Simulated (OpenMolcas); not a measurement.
**BF (SMILES [B]F): levels of theory compared**

Wanted: a comparison of 6 runs (HF/3-21G, B3LYP/6-31G*, B2PLYP/def2-TZVPPD, BLYP/def2-TZVPPD, M06-L/def2-TZVPPD, revPBE/def2-TZVPPD) of BF. 

The calculation is run with OpenMolcas 26.06.

1 further run of the same task is left out (set aside as unsound or not needed).

## 1. Starting point

BF has 2 atoms, charge 0, and is taken as a singlet. SMILES: `[B]F`. The B1–F2 distance was set to 1.453 Å, away from the relaxed value.

Bond lengths: B1–F2 1.453 Å.

## 2. The energy at HF/3-21G (run 1)

The input, struct.xyz:

```xyz
2

B      0.000000     0.000000    -0.198860
F      0.000000     0.000000     1.253740
```

The input, run.inp:

```
* BF Hartree-Fock

&GATEWAY
  BasLib=$CurrDir
  Coord=struct.xyz
  Basis=3-21G
  Group=NoSym

&SEWARD

&SCF
  Thresholds=1e-10 1e-07 1e-07 1e-05
  PrOrbitals=1 2
```

The basis set 3-21G is read from a file made from the Basis Set Exchange's data (not shown).

The run is started by

```console
$ export MOLCAS_MEM=1860
$ pymolcas run.inp > run.log
```

The program printed:

```text
--- Start Module: gateway ---
[...]
--- Stop Module: gateway /rc=_RC_ALL_IS_WELL_ ---
--- Start Module: seward ---
[...]
      Basis functions           18
--- Stop Module: seward /rc=_RC_ALL_IS_WELL_ ---
--- Start Module: scf ---
[...]
       Convergence after  11 Iterations
[...]
::    Total SCF energy                               -123.4163383540
[...]
      Total spin, S                                     0.0000000000
[...]
      Total electronic charge=   14.000000
      Total            charge=   -0.000000
[...]
      Dipole Moment (debye):
      Origin of the operator (angstrom)=    0.0000    0.0000    0.7208
                   X= -1.1090E-15               Y= -3.1477E-16               Z= -1.5280E-01           Total=  1.5280E-01
      Quadrupole Moment (debye*angstrom):
[...]
--- Stop Module: scf /rc=_RC_ALL_IS_WELL_ ---
[...]
```

Run time: 1.6 s. Hardware: 1 thread of Arm Neoverse V1, shared host; peak memory 0.37 GiB.

## 3. The energy at B3LYP/6-31G(d) (Cartesian functions) (run 2)

The input, mol.inp:

```
&GATEWAY
 BasLib=$CurrDir
 Coord
 2
 angstrom
 B        0.000000       0.000000      -0.198860
 F        0.000000       0.000000       1.253740
 Basis=6-31Gs
 Group=NoSym

&SEWARD
 GridInput
 Grid=UltraFine
 End of Grid

&SCF
 KSDFT=B3LYP
 Thresholds=1e-10 1e-07 1e-07 1e-05
 PrOrbitals=1
```

The basis set 6-31G* is read from a file made from the Basis Set Exchange's data (not shown).

The run is started by

```console
$ export MOLCAS_MEM=1860
$ pymolcas mol.inp > mol.log
```

The program printed:

```text
--- Start Module: gateway ---
[...]
--- Stop Module: gateway /rc=_RC_ALL_IS_WELL_ ---
--- Start Module: seward ---
[...]
      Basis functions           30
--- Stop Module: seward /rc=_RC_ALL_IS_WELL_ ---
--- Start Module: scf ---
[...]
       Convergence after  10 Iterations
[...]
::    Total KS-DFT energy                            -124.6377276225
[...]
      Total spin, S                                     0.0000000000
[...]
      Total electronic charge=   14.000000
      Total            charge=   -0.000000
[...]
      Dipole Moment (debye):
      Origin of the operator (angstrom)=    0.0000    0.0000    0.7208
                   X=  1.9406E-15               Y=  5.9805E-17               Z=  1.6094E-01           Total=  1.6094E-01
      Quadrupole Moment (debye*angstrom):
[...]
--- Stop Module: scf /rc=_RC_ALL_IS_WELL_ ---
[...]
```

Run time: 3.6 s. Hardware: 1 thread of Arm Neoverse V1, shared host; peak memory 0.37 GiB.

## 4. The energy at B2PLYP/def2-TZVPPD (run 3)

struct.xyz is that of step 2.

The input, calc.input:

```
&gateway
  baslib = $CurrDir
  coord = struct.xyz
  basis = def2-TZVPPD
  group = NoSym

&seward
  gridinput
  Grid=UltraFine
  End of Grid

&scf
  ksdft = B2PLYP_SCF
  thresholds = 1e-10 1e-07 1e-07 1e-05
  prorbitals = 1 1

&mbpt2
  frozen = 2
```

The basis set def2-TZVPPD is read from a file made from the Basis Set Exchange's data (not shown).

The run is started by

```console
$ export MOLCAS_MEM=1860
$ pymolcas calc.input > calc.log
```

The program printed:

```text
--- Start Module: gateway ---
[...]
--- Stop Module: gateway /rc=_RC_ALL_IS_WELL_ ---
[...]
      Basis functions           77
[...]
--- Start Module: scf ---
[...]
       Convergence after  11 Iterations
[...]
::    Total KS-DFT energy                            -124.5134369710
[...]
      Total spin, S                                     0.0000000000
[...]
      Total electronic charge=   14.000000
      Total            charge=   -0.000000
[...]
      Dipole Moment (debye):
      Origin of the operator (angstrom)=    0.0000    0.0000    0.7208
                   X=  4.5151E-16               Y= -5.8275E-16               Z= -2.0348E-01           Total=  2.0348E-01
      Quadrupole Moment (debye*angstrom):
[...]
--- Stop Module: scf /rc=_RC_ALL_IS_WELL_ ---
[...]
--- Start Module: mbpt2 ---
[...]
 ###    WARNING: MP2 implementation intended for RHF references only         ###
 ###############################################################################
MBPT2 WARNING: Reference function according to RunFile:KS-DFT
I'll assume you know what you're doing and continue
WARNING!
Default frozen orbitals as non valence orbitals is overwritten by user input.
Default values:   2
[...]
       Reference weight ( Cref**2 )         =        0.87515
::    Total MBPT2 energy                             -124.9146481740
[...]
      Total MBPT2 calculations                           0.07      0.08
--- Stop Module: mbpt2 /rc=_RC_ALL_IS_WELL_ ---
[...]
```

It took 7.8 s on 1 thread of Arm Neoverse V1, shared host; peak memory 0.44 GiB.

Runs 4 to 5 aren't shown in full; the table further down has their settings and results.

## 5. A single-point energy at revPBE/def2-TZVPPD (run 6)

The input, input.xyz:

```xyz
2

B      0.000000     0.000000    -0.198860
F      0.000000     0.000000     1.253740
```

The input, job.inp:

```
&GATEWAY
BasLib=$CurrDir
Coord=input.xyz
Basis=def2-TZVPPD
Group=NoSym
&SEWARD
GridInput
Grid=UltraFine
End of Grid
&SCF
KSDFT=revPBE
Thresholds=1e-10 1e-07 1e-07 1e-05
PrOrbitals=1
```

The basis set def2-TZVPPD is read from a file made from the Basis Set Exchange's data (not shown).

The run is started by

```console
$ export MOLCAS_MEM=1860
$ pymolcas job.inp > job.log
```

The program printed:

```text
--- Start Module: gateway ---
[...]
--- Stop Module: gateway /rc=_RC_ALL_IS_WELL_ ---
--- Start Module: seward ---
[...]
      Basis functions           77
--- Stop Module: seward /rc=_RC_ALL_IS_WELL_ ---
[...]
--- Start Module: scf ---
[...]
       Convergence after  13 Iterations
[...]
::    Total KS-DFT energy                            -124.6580091391
[...]
      Total spin, S                                     0.0000000000
[...]
      Total electronic charge=   14.000000
      Total            charge=   -0.000000
[...]
      Dipole Moment (debye):
      Origin of the operator (angstrom)=    0.0000    0.0000    0.7208
                   X= -3.6065E-15               Y= -6.3758E-15               Z=  8.0446E-02           Total=  8.0446E-02
      Quadrupole Moment (debye*angstrom):
[...]
--- Stop Module: scf /rc=_RC_ALL_IS_WELL_ ---
[...]
```

Run time: 8.4 s. Hardware: 1 thread of Arm Neoverse V1, shared host; peak memory 0.44 GiB.

## 6. Overview of the runs

```csv
run,level,Cartesian functions,integration grid,energy (Eh),dipole moment (D),HOMO energy (eV),LUMO energy (eV),wall time
1,HF/3-21G,no,–,-123.416338,0.15,-11.44,2.35,1.6 s
2,B3LYP/6-31G* (Cartesian functions),yes,UltraFine,-124.637728,0.16,-7.93,-1.51,3.6 s
3,B2PLYP/def2-TZVPPD,no,UltraFine,-124.621764,0.20,-9.82,-0.53,7.8 s
4,BLYP/def2-TZVPPD,no,UltraFine,-124.686903,0.04,-7.27,-2.87,8.4 s
5,M06-L/def2-TZVPPD,no,UltraFine,-124.669381,0.08,-7.53,-2.48,12 s
6,revPBE/def2-TZVPPD,no,UltraFine,-124.658009,0.08,-7.34,-2.87,8.4 s
```

## 7. What came out

```
            quantity          value
 run 6: total energy  -124.65801 Eh
run 6: dipole moment         0.08 D
  run 6: HOMO energy       -7.34 eV
  run 6: LUMO energy       -2.87 eV
run 6: HOMO–LUMO gap        4.47 eV
```

**Reading.** The dipole moment (its size) runs from 0.04 D (BLYP/def2-TZVPPD) to 0.20 D (B2PLYP/def2-TZVPPD). The two dipoles point in opposite directions. A double hybrid's value is that of its SCF part. The HOMO–LUMO gap runs from 4.41 eV (BLYP/def2-TZVPPD) to 13.79 eV (HF/3-21G). The two ends differ in method and basis. For B2PLYP the log adds the whole second-order term; the table takes 0.27 of it, as the functional is defined. Totals of different functionals can't be ranked against each other. All runs together took 42 s, the longest 12 s.
